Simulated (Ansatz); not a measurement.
# CH7FSi: the cost of one run

Computed with Ansatz 0.2.0. Level: RKS PBE0-D4/def2-SVP.

### Step 1. Reference run: CH₇FSi, relaxed

input.yaml reads:

```yaml
crystal:
  periodic: [false, false, false]
  atoms:
    - { symbol: Si, position_ang: [-0.382735, 0.016233, -0.605702] }
    - { symbol: F, position_ang: [1.14609, 0.877271, -1.567883] }
    - { symbol: H, position_ang: [-0.309183, -1.062911, -1.657861] }
    - { symbol: H, position_ang: [-1.735413, 0.646043, -0.75616] }
    - { symbol: C, position_ang: [0.028537, -0.789776, 1.039227] }
    - { symbol: H, position_ang: [0.749305, 1.550716, -0.645511] }
    - { symbol: H, position_ang: [0.122162, 1.681232, 0.095169] }
    - { symbol: H, position_ang: [-0.238959, -0.159057, 1.908843] }
    - { symbol: H, position_ang: [-0.497783, -1.763954, 1.111498] }
    - { symbol: H, position_ang: [1.11798, -0.995798, 1.07838] }
basis:
  gaussian: { orbitals: def2-SVP }
hamiltonian:
  xc: pbe0
  dispersion: d4
output:
  forces: true
relax:
  f_tol: 0.02
  max_steps: 120
  constraints:
    - { distance: [0, 6] }
    - { distance: [1, 5] }
    - { distance: [0, 1] }
    - { distance: [5, 6] }
  escape_saddle: false
```

On the command line:

```console
> ansatz run input.yaml --threads 1 --pin off --max-ram 2560MiB --backend cpu --events-out ev --progress --plain --runs-dir out
```

Q: Estimate wall time and peak memory on 1 thread of Arm Neoverse V1, shared host.

About 11 s, with a peak of 0.15 GiB.
